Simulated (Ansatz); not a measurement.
# C3H3F3: the cost of one run

Program: Ansatz 0.2.0. Level of theory: the levels named in each step. These are calculated values, not measurements.

## (1) The starting structure

Bond lengths: C1–C2 1.318 Å, C2–F3 1.347 Å, C2–C4 1.509 Å, C4–F5 1.355 Å, C4–F6 1.356 Å, C1–H7 1.074 Å, C1–H8 1.075 Å, C4–H9 1.101 Å. Angles: C1–C2–F3 121.9°, C1–C2–C4 125.5°, F3–C2–C4 112.5°, C2–C1–H7 120.2°, C2–C1–H8 121.3°, H7–C1–H8 118.6°, C2–C4–F5 110.9°, C2–C4–F6 110.8°, C2–C4–H9 112.2°, F5–C4–F6 105.9°, F5–C4–H9 108.4°, F6–C4–H9 108.5°.

As a file:

```xyz
9

C    -1.7421   -0.1669   -0.3591
C    -0.6506    0.4536    0.0424
F    -0.6747    1.7291    0.4753
C     0.7352   -0.1430    0.0770
F     1.1119   -0.5597   -1.1555
F     0.7643   -1.2455    0.8656
H    -1.6904   -1.1845   -0.6994
H    -2.6973    0.3259   -0.3558
H     1.4864    0.5709    0.4473
```

## (2) A rough first relaxation, PBE-D4/def2-SVP

This run stands in another session on the same molecule. It ended at:

```xyz
9

C    -1.7535   -0.1693   -0.3618
C    -0.6432    0.4559    0.0444
F    -0.6542    1.7313    0.4801
C     0.7449   -0.1521    0.0758
F     1.1192   -0.5567   -1.1736
F     0.7671   -1.2529    0.8843
H    -1.6942   -1.2092   -0.7097
H    -2.7266    0.3409   -0.3556
H     1.4833    0.5921    0.4542
```

## (3) Relaxation, PBE0-D4/def2-TZVPP

input.yaml

```yaml
crystal:
  periodic: [false, false, false]
  atoms:
    - { symbol: C, position_ang: [-1.75349052, -0.16933271, -0.36184051] }
    - { symbol: C, position_ang: [-0.64324742, 0.45593478, 0.04436932] }
    - { symbol: F, position_ang: [-0.65424149, 1.73125419, 0.48007913] }
    - { symbol: C, position_ang: [0.74491356, -0.15209734, 0.07582149] }
    - { symbol: F, position_ang: [1.11923371, -0.55672202, -1.17364401] }
    - { symbol: F, position_ang: [0.7671332, -1.25290834, 0.88427074] }
    - { symbol: H, position_ang: [-1.69424072, -1.20924054, -0.70970482] }
    - { symbol: H, position_ang: [-2.7266452, 0.34088614, -0.35558108] }
    - { symbol: H, position_ang: [1.4833149, 0.59210586, 0.45417974] }
basis:
  gaussian: { orbitals: def2-TZVPP }
hamiltonian:
  xc: pbe0
  dispersion: d4
relax:
  f_tol: 0.002
  max_steps: 150
```

Run with:

```
$ ansatz run input.yaml --threads 4 --pin off --max-ram 10240MiB --backend cpu --events-out ev --progress --plain --runs-dir out
```

Q: Estimate wall time and peak memory on 4 threads of Arm Neoverse N1, shared host.

About 2 min, with a peak of 0.58 GiB.
